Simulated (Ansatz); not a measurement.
bcc Ta, treated with PBEsol in Ansatz (plane waves, PAW).

Settings: plane-wave cutoff 520 eV, 28×28×28 k mesh, Fermi–Dirac smearing 0.06 eV (set by the program), scalar-relativistic PAW data made under PBE.

Computed at the level's own relaxed cell.

Elastic tensor (GPa, Voigt notation, ions relaxed):

```
  284.2   168.6   168.6     0.0     0.0     0.0
  168.6   284.2   168.6     0.0     0.0     0.0
  168.6   168.6   284.2     0.0     0.0     0.0
    0.0     0.0     0.0    76.4     0.0     0.0
    0.0     0.0     0.0     0.0    76.4     0.0
    0.0     0.0     0.0     0.0     0.0    76.4
```

Q: Work out the Voigt, Reuss and Hill averages of the bulk and shear moduli, Young's modulus and Poisson's ratio from the printed constants.

A: K_V = [C11 + C22 + C33 + 2(C12 + C13 + C23)]/9 = [852.6 + 2 × 505.8]/9 = 207.1 GPa. G_V = [852.6 − 505.8 + 3 × 229.2]/15 = 69.0 GPa. From the compliances S = C⁻¹, K_R = 207.1 and G_R = 67.7 GPa. Hill means: K = 207.1, G = 68.3 GPa. E = 9KG/(3K + G) = 185 GPa, ν = (3K − 2G)/(6K + 2G) = 0.35, K/G = 3.03.

Measured, for comparison: elastic constant C11 266 GPa, elastic constant C12 158 GPa, elastic constant C44 87.4 GPa (0 K, extrapolated to 0 K; zero-point effects included; as tabulated in Wang et al. (2022), arXiv:2209.12322). Computed (rounded) less measured: elastic constant C11 +7 %, elastic constant C12 +7 %, elastic constant C44 -13 %.

Note: shear constants of such metals converge slowly with the k mesh.

Spin–orbit coupling is not included.

Ansatz is a quantum-chemistry and plane-wave program.
